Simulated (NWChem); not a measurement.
# One shape, several levels: BH3Cl− (SMILES [BH3-]Cl)

We compute a comparison of 6 runs (HF/STO-3G, HF/3-21G, HF/def2-SVP, PBE0/def2-SVP, B3LYP/6-31G*) of BH3Cl−. 

The results are computed with NWChem 7.3.0.

## 1. The structure to begin with

BH3Cl− has 5 atoms, charge -1, and is taken as a singlet. SMILES: `[BH3-]Cl`. The shape is that of a GFN2-xTB optimisation.

Bond lengths: B1–Cl2 1.873 Å, B1–H3 1.208 Å, B1–H4 1.208 Å, B1–H5 1.208 Å. Angles: Cl2–B1–H3 106.7°, Cl2–B1–H4 106.7°, Cl2–B1–H5 106.7°, H3–B1–H4 112.0°, H3–B1–H5 112.2°, H4–B1–H5 112.1°.

## 2. Energy and gradient at HF/STO-3G (run 1)

Input file bclh3.nw:

```
start bclh3
memory total 2200 mb
charge -1

geometry units au noautosym nocenter noautoz
 B   0.15569454 -0.09046119  0.25687047
 Cl -1.59844374  0.93815453 -2.63989070
 H   2.31128623 -0.48116207 -0.38374668
 H  -0.86946299 -1.98676356  1.00671380
 H   0.00094486  1.62023228  1.76007202
end

basis spherical bse
 * library STO-3G
end

scf
 singlet
 rhf
 thresh 1e-08
 maxiter 80
end

task scf gradient
```

Command:

```sh
$ nwchem bclh3.nw > bclh3.out
```

The log of the run:

```text
[...]
  functions       =    17
[...]
  wavefunction    = RHF
[...]
         Total SCF energy =   -480.654558631850
      One-electron energy =   -756.636856168659
      Two-electron energy =    233.822549555367
 Nuclear repulsion energy =     42.159747981442
        Time for solution =      0.1s
[...]
                         RHF ENERGY GRADIENTS
    atom               coordinates                        gradient
                 x          y          z           x          y          z
   1 B       0.155695  -0.090461   0.256870   -0.019137   0.011506  -0.031691
   2 Cl     -1.598444   0.938155  -2.639891    0.015754  -0.009256   0.026070
   3 H       2.311286  -0.481162  -0.383747    0.020351  -0.002981  -0.010512
   4 H      -0.869463  -1.986764   1.006714   -0.012943  -0.018631   0.004065
   5 H       0.000945   1.620232   1.760072   -0.004024   0.019363   0.012068
[...]
```

It took 0.85 s on 1 thread of Intel Xeon 6975P-C (Granite Rapids), shared host; peak memory 0.097 GiB.

## 3. Energy and forces at HF/3-21G (run 2)

Input file run.py:

```python
from ase import Atoms
from ase.calculators.nwchem import NWChem

system = Atoms('BClHHH', positions=[
    [0.082390, -0.047870, 0.135930],
    [-0.845860, 0.496450, -1.396970],
    [1.223080, -0.254620, -0.203070],
    [-0.460100, -1.051350, 0.532730],
    [0.000500, 0.857390, 0.931390],
])

calc = NWChem(
    label='test',
    theory='scf',
    memory='2200 mb',
    basis='3-21G',
    basispar='spherical bse',
    charge=-1,
    scf={'nopen': '0', 'rhf': None, 'thresh': '1e-08', 'maxiter': '80', 'print': 'low'},
)
system.calc = calc

forces = system.get_forces()
print("Total energy (eV):", round(system.get_potential_energy(), 6))
print("forces (eV/A):")
for s, f in zip(system.symbols, forces):
    print(f"{s:2s} {f[0]:10.5f} {f[1]:10.5f} {f[2]:10.5f}")
```

Command:

```sh
$ export ASE_NWCHEM_COMMAND="nwchem PREFIX.nwi > PREFIX.nwo"
$ python run.py
```

The log of the run:

```text
Total energy (eV): -13159.984543
forces (eV/A):
B     1.01065   -0.59999    1.67189
Cl   -1.37431    0.80656   -2.27188
H     0.25690   -0.07775    0.11313
H     0.01676   -0.19592    0.21746
H     0.08999    0.06711    0.26940
```

The calculator wrote test.nwi:

```
title "test"

permanent_dir test

scratch_dir test

start test

geometry units angstrom nocenter noautosym noautoz
  B  8.2390000000000005e-02 -4.7870000000000003e-02 1.3593000000000000e-01
  Cl -8.4585999999999995e-01 4.9645000000000000e-01 -1.3969700000000000e+00
  H  1.2230799999999999e+00 -2.5462000000000001e-01 -2.0307000000000000e-01
  H  -4.6010000000000001e-01 -1.0513500000000000e+00 5.3273000000000004e-01
  H  5.0000000000000001e-04 8.5738999999999999e-01 9.3139000000000005e-01
end

charge -1

memory 2200 mb

basis spherical bse noprint
   * library 3-21G
end

scf
  nopen 0
  rhf
  thresh 1e-08
  maxiter 80
  print low
end

task scf gradient
```

test.nwo:

```text
Northwest Computational Chemistry Package (NWChem) 7.3.0
             --------------------------------------------------------

           Job information
           ---------------

    nwchem branch   = 7.3.0
    use scalapack   = T
    input           = test.nwi
    prefix          = test.
    data base       = test/test.db
    status          = startup
    nproc           =        1

           Memory information
           ------------------

[... 5 lines left out ...]
    hardfail = no
[... 103 lines left out ...]
       Final RHF  results
[... 3 lines left out ...]
      One-electron energy =   -757.816091211193
[... 1 line left out ...]
 Nuclear repulsion energy =     42.159750987204
[... 6 lines left out ...]
                         RHF ENERGY GRADIENTS

    atom               coordinates                        gradient
                 x          y          z           x          y          z
   1 B       0.155695  -0.090461   0.256870   -0.019654   0.011668  -0.032513
   2 Cl     -1.598444   0.938154  -2.639891    0.026726  -0.015685   0.044181
   3 H       2.311286  -0.481162  -0.383747   -0.004996   0.001512  -0.002200
   4 H      -0.869463  -1.986763   1.006714   -0.000326   0.003810  -0.004229
   5 H       0.000945   1.620232   1.760072   -0.001750  -0.001305  -0.005239

 Task  times  cpu:        0.4s     wall:        0.4s
 Total times  cpu:        0.4s     wall:        0.4s
```

It took 1.3 s on 1 thread of Intel Xeon 6975P-C (Granite Rapids), shared host; peak memory 0.096 GiB.

Runs 3 to 5 aren't shown in full; the table further down has their settings and results.

## 4. Energy and gradient at B3LYP/6-31G(d) (Cartesian functions) (run 6)

Input file struct.nw:

```
START struct
memory 2200 mb
charge -1

GEOMETRY units au noautosym nocenter noautoz
   B      0.15569454    -0.09046119     0.25687047
   Cl    -1.59844374     0.93815453    -2.63989070
   H      2.31128623    -0.48116207    -0.38374668
   H     -0.86946299    -1.98676356     1.00671380
   H      0.00094486     1.62023228     1.76007202
END

BASIS
   * library 6-31G*
END

DFT
   xc b3lyp
   grid xfine
   convergence energy 1e-08
   iterations 100
   mulliken
END

TASK dft gradient
```

Command:

```sh
$ nwchem struct.nw > struct.out
```

The log of the run:

```text
[...]
          Wavefunction type:  closed shell.
          No. of atoms     :     5
          No. of electrons :    26
[...]
          Charge           :    -1
          Spin multiplicity:     1
[...]
          AO basis - number of functions:    40
[...]
              XC Information
              --------------
                         B3LYP Method XC Potential
                     Hartree-Fock (Exact) Exchange  0.200
                        Slater Exchange Functional  0.800 local
                    Becke 1988 Exchange Functional  0.720 non-local
              Lee-Yang-Parr Correlation Functional  0.810
                  VWN I RPA Correlation Functional  0.190 local
[...]
 d= 0,ls=0.0,diis     1   -486.7449086897 -5.29D+02  5.42D-02  1.44D+00     0.9
[...]
 d= 0,ls=0.0,diis     8   -486.9197714467 -2.08D-10  1.26D-06  2.10D-09     4.9
         Total DFT energy =     -486.919771446694
      One electron energy =     -760.652785353248
           Coulomb energy =      265.293074648445
    Exchange-Corr. energy =      -33.719808723333
 Nuclear repulsion energy =       42.159747981442
[...]
  wavefunction    = closed shell
                         DFT ENERGY GRADIENTS
    atom               coordinates                        gradient
                 x          y          z           x          y          z
   1 B       0.155695  -0.090461   0.256870   -0.007801   0.004691  -0.012928
   2 Cl     -1.598444   0.938155  -2.639891    0.015396  -0.009039   0.025462
   3 H       2.311286  -0.481162  -0.383747   -0.007552   0.001895  -0.000956
   4 H      -0.869463  -1.986764   1.006714    0.001245   0.006136  -0.004790
   5 H       0.000945   1.620232   1.760072   -0.001288  -0.003683  -0.006789
[...]
```

Wall time 6.9 s (1 thread of Intel Xeon 6975P-C (Granite Rapids), shared host); peak memory 0.12 GiB.

## 5. Overview of the runs

```
run                               level  iteration cap  module  energy (Eh)  HOMO energy (eV)  LUMO energy (eV)  HOMO–LUMO gap (eV)  wall time
  1                           HF/STO-3G             80     scf  -480.654559             -2.09             21.10               23.19     0.85 s
  2                            HF/3-21G             80     scf  -483.620516                 –                 –                   –      1.3 s
  3                         HF/def2-SVP             80     scf  -485.800412             -4.54             11.92               16.46      2.6 s
  4                       PBE0/def2-SVP            100     dft  -486.553789                 –                 –                   –      6.9 s
  5  B3LYP/6-31G* (spherical functions)            100     dft  -486.915863             -1.05              8.75                9.80      6.9 s
  6  B3LYP/6-31G* (Cartesian functions)            100     dft  -486.919771             -1.05              8.74                9.79      6.9 s
```

## 6. Summary of results

```
                                                    quantity          value
                                         run 6: total energy  -486.91977 Eh
                                          run 6: HOMO energy       -1.05 eV
                                          run 6: LUMO energy        8.74 eV
run 6: HOMO–LUMO gap (to an unbound level, set by the basis)        9.79 eV
                             run 6: largest force on an atom     1.599 eV/Å
```

Over runs 1, 3, 5, 6 the HOMO–LUMO gap runs from 9.79 eV (B3LYP/6-31G*) to 23.19 eV (HF/STO-3G). The two ends differ in method and basis. The empty levels of an anion lie above zero and hang on the basis. Totals of different functionals can't be ranked against each other. In run 1 the basis is minimal, so the values are rough. All runs together took 25 s, the longest 6.9 s.
